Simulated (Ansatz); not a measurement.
hcp Sc, treated with PBEsol-D3(BJ) in Ansatz (PAW).

Run with plane-wave cutoff 520 eV, 18×18×10 k mesh (along the axes of the cell as run), Fermi–Dirac smearing 0.05 eV, scalar-relativistic PAW data made under PBE.

The cell is scaled about its equilibrium volume:

Shape and atoms are relaxed at each volume.

```
V (Å³/atom)  P (GPa)  c (Å)  a (Å)
-----------  -------  -----  -----
21.559          2.68  4.918  3.182
22.008          1.29  4.955  3.203
22.457          0.00  4.990  3.224
22.906         -1.17  5.026  3.244
23.355         -2.25  5.061  3.264
```

Note: the bulk modulus comes from volumes at which shape and atoms were relaxed.

Ansatz is a first-principles code.
